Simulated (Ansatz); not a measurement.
# CH₂F radical: how energies converge with the basis set

An exercise on one series of results from a longer session: the logs are not shown, and one member is left open.

Program: Ansatz 0.2.0, Gaussian basis. Level of theory: one geometry, several basis sets. These are calculated values, not measurements.

Plan: PBE0-D4/def2-SVP; ωB97M-V/def2-SVP; PBE0-D4/def2-QZVPP; ωB97M-V/def2-QZVPP; CCSD(T)/cc-pV(D+d)Z; CCSD(T)/cc-pV(T+d)Z; CCSD(T)/cc-pV(Q+d)Z; the functionals' def2-TZVPP values are taken from earlier runs.

### Structure used throughout

The geometry comes from an earlier relaxation with PBE0-D4 in a triple-zeta def2 set; it is a stationary point.

SMILES `[CH2]F`, 4 atoms, charge 0, spin multiplicity 2.

Atoms are counted from 1 here; the program's logs count them from 0.

Bond lengths: C1–F2 1.331 Å, C1–H3 1.082 Å, C1–H4 1.082 Å. Angles: F2–C1–H3 115.1°, F2–C1–H4 115.1°, H3–C1–H4 124.6°.

Set-up of the first run:

Input file in.yaml:

```yaml
crystal:
  periodic: [false, false, false]
  atoms:
    - {symbol: C, position_ang: [-0.030056, -0.057619, -0.131122]}
    - {symbol: F, position_ang: [0.949958, 0.693953, 0.364576]}
    - {symbol: H, position_ang: [-0.946943, 0.472332, -0.352486]}
    - {symbol: H, position_ang: [0.027030, -1.108666, 0.119022]}
basis:
  gaussian: {orbitals: def2-SVP}
magnetization: {spin_polarized: true, initial_magnetization: 1}
hamiltonian: {xc: pbe0, dispersion: d4}
output: {orbitals: {seedname: orbitals}}
```

Steps of the session up to this table: PBE0-D4 in def2-SVP; ωB97M-V in def2-SVP; PBE0-D4 in def2-QZVPP; ωB97M-V in def2-QZVPP.

One table of the session follows, with a row left open; its other results are not shown here.

It belongs to the step «Functionals by basis». 

| functional | basis | HOMO (eV) |
| --- | --- | --- |
| PBE0-D4 | def2-SVP | -6.23 |
| PBE0-D4 | def2-TZVPP | -6.41 |
| PBE0-D4 | def2-QZVPP | ? |
| ωB97M-V | def2-SVP | -8.34 |
| ωB97M-V | def2-TZVPP | -8.53 |
| ωB97M-V | def2-QZVPP | -8.58 |

**Question.** Estimate the row for PBE0-D4, def2-QZVPP.

**Answer.** HOMO (eV): -6.45. In the column «HOMO (eV)» it lies between ωB97M-V, def2-SVP (-8.34) and PBE0-D4, def2-TZVPP (-6.41).
